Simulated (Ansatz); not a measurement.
Process, species as SMILES: [O+]#[Si-] (O-Si) + 3 [H][H] (H2) → O (H2O) + [SiH4] (SiH4)
B3LYP-D3(BJ)/def2-TZVP geometries, fixed; electronic energies without zero-point terms.

Basis-set convergence of the energy of full hydrogenation at MP2 with Ansatz (a program for electronic structure). Cartesian d functions, on some or all atoms, in 6-31G*; all else is spherical. Cores are frozen. No added dispersion term, no relativity. Functions are those of the species that has most. Reference: Hartree-Fock in aug-cc-pV(Q+d)Z plus the correlation part extrapolated as X^-3 from aug-cc-pV(T+d)Z and aug-cc-pV(Q+d)Z, -35.09 kcal/mol, itself unsure by roughly 0.19 kcal/mol (a third of the extrapolation step and of the last Hartree-Fock step). Deviations are taken from unrounded values.

| basis | functions | energy of full hydrogenation (kcal/mol) | minus reference (kcal/mol) |
|---|---|---|---|
| STO-3G | 14 | -15.42 | 19.66 |
| 6-31G | 22 | -8.46 | 26.63 |
| def2-SV(P) | 32 | -16.98 | 18.11 |
| 6-31G* | 34 | -16.68 | 18.41 |
| cc-pV(D+d)Z | 43 | -35.13 | -0.05 |
| aug-cc-pV(D+d)Z | 68 | -39.75 | -4.66 |
| def2-TZVPD | 83 | -30.23 | 4.85 |
| pcseg-2 | 90 | -34.98 | 0.11 |
| def2-TZVPP | 98 | -34.58 | 0.50 |
| jun-cc-pV(T+d)Z | 104 | -33.95 | 1.13 |
| def2-TZVPPD | 116 | -35.07 | 0.02 |
| cc-pV(Q+d)Z | 184 | -34.25 | 0.83 |
| def2-QZVPP | 190 | -34.96 | 0.12 |
| def2-QZVPPD | 208 | -35.23 | -0.15 |
| aug-cc-pV(Q+d)Z | 273 | -34.78 | 0.31 |
| aug-pcseg-3 | 285 | -34.35 | 0.74 |
| cc-pV(5+d)Z | 320 | -34.27 | 0.81 |
| pcseg-4 | 349 | -34.50 | 0.59 |
